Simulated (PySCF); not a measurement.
This PySCF input (M06-2X/def2-TZVPPD) gives -536.21430 Eh with 125 basis functions.

```python
import numpy as np, basis_set_exchange as bse
from pyscf import gto, scf, dft, df

basis = {'Cl': gto.basis.parse(bse.get_basis('def2-TZVPPD', elements=['Cl'], fmt='nwchem')), 'H': gto.basis.parse(bse.get_basis('def2-TZVPPD', elements=['H'], fmt='nwchem')), 'O': gto.basis.parse(bse.get_basis('def2-TZVPPD', elements=['O'], fmt='nwchem'))}
mol = gto.M(
    atom='''
    O    -0.02110053    1.07219571   -0.07455918
    H    -0.94565317    1.39081582    0.04769402
    Cl    0.03136922   -0.67222547   -0.00316626
    H     0.58118065    1.45945141    0.60260595
    ''',
    basis=basis,
    charge=1,
    verbose=4,
    max_memory=8640,
)
mf = dft.RKS(mol, xc='m062x')
mf.grids.level = 4
mf = mf.density_fit(auxbasis=df.autoaux(mol))
mf.conv_tol = 1e-9
mf.max_cycle = 100
print('smallest overlap eigenvalue', np.linalg.eigvalsh(mol.intor('int1e_ovlp'))[0])
mf.kernel()
dip = mf.dip_moment()
```

Change:
```diff
- basis = {'Cl': gto.basis.parse(bse.get_basis('def2-TZVPPD', elements=['Cl'], fmt='nwchem')), 'H': gto.basis.parse(bse.get_basis('def2-TZVPPD', elements=['H'], fmt='nwchem')), 'O': gto.basis.parse(bse.get_basis('def2-TZVPPD', elements=['O'], fmt='nwchem'))}
+ basis = {'Cl': gto.basis.parse(bse.get_basis('jun-cc-pV(T+d)Z', elements=['Cl'], fmt='nwchem')), 'H': gto.basis.parse(bse.get_basis('jun-cc-pV(T+d)Z', elements=['H'], fmt='nwchem')), 'O': gto.basis.parse(bse.get_basis('jun-cc-pV(T+d)Z', elements=['O'], fmt='nwchem'))}
```

Problem. What does the run give now?

Solution. -536.22019 Eh (M06-2X/jun-cc-pV(T+d)Z, 115 functions), a change of -5.89 mEh.
